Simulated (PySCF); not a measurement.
**H4O2, a solvent cluster: interaction energy**

The task here is to estimate one member of a computed series from the others.

Programs: PySCF 2.14.0. All values are calculated, for the isolated system unless a continuum is named. Atoms count from 0, parts from 1.

## The system as given

6 atoms, charge 0, multiplicity 1; geometry: GFN2-xTB. Parts: 1 = atoms 0–2, `O`, charge 0; 2 = atoms 3–5, `O`, charge 0.

The first run:

Job settings and geometry (Å):

```
{"job": {"xc": "PBE0", "basis": "def2-TZVPD", "d3": "d3bj", "grid": 3, "kind": "geom", "shake": 0.01}, "charge": 0, "multiplicity": 1, "parts": [{"atoms": "0-2", "charge": 0, "multiplicity": 1}, {"atoms": "3-5", "charge": 0, "multiplicity": 1}]}
O     -0.110045    -0.152985     0.272139
H     -0.724129    -0.201965    -0.489634
H      0.628625     0.351022    -0.029817
O     -1.417925     1.747953     1.933796
H     -1.528971     1.440729     2.834174
H     -1.013713     1.036111     1.451523
```

The run is started by

```console
$ OMP_NUM_THREADS=1 python cluster_run.py task.json out
```

One launch serves the whole session: the jobs run in the order shown.

Among the steps run: Relaxing the molecule at PBE0-D3(BJ)/def2-TZVPD; Coupled-cluster interaction energy: CCSD(T) and MP2, 1.93 Å; Coupled-cluster interaction energy: CCSD(T) and MP2, 2.03 Å; Coupled-cluster interaction energy: CCSD(T) and MP2, 2.12 Å; Coupled-cluster interaction energy: CCSD(T) and MP2, 1.83 Å; Coupled-cluster interaction energy: CCSD(T) and MP2, 2.41 Å; Coupled-cluster interaction energy: CCSD(T) and MP2, 1.74 Å; Coupled-cluster interaction energy: CCSD(T) and MP2, 2.90 Å; Coupled-cluster interaction energy: CCSD(T) and MP2, 3.86 Å.

One of the session's tables, all rows but one given; the rest of the session is left out.

It belongs to the step «Coupled-cluster interaction energy: CCSD(T) and MP2, 3.86 Å». 

| method | interaction energy (kcal/mol) |
| --- | --- |
| HF/aug-cc-pVDZ | -0.98 |
| MP2/aug-cc-pVDZ | -0.96 |
| CCSD/aug-cc-pVDZ | -0.95 |
| CCSD(T)/aug-cc-pVDZ | ? |
| HF/aug-cc-pVQZ | -0.97 |
| MP2/aug-cc-pVQZ | -0.97 |
| SCS-MP2/aug-cc-pVQZ | -0.95 |
| MP2, extrapolated | -0.97 |
| CCSD(T), limit estimate | -0.96 |

Q: Estimate the row for CCSD(T)/aug-cc-pVDZ from the others.

The run gave: interaction energy (kcal/mol): -0.94. In the column «interaction energy (kcal/mol)» it is the highest.
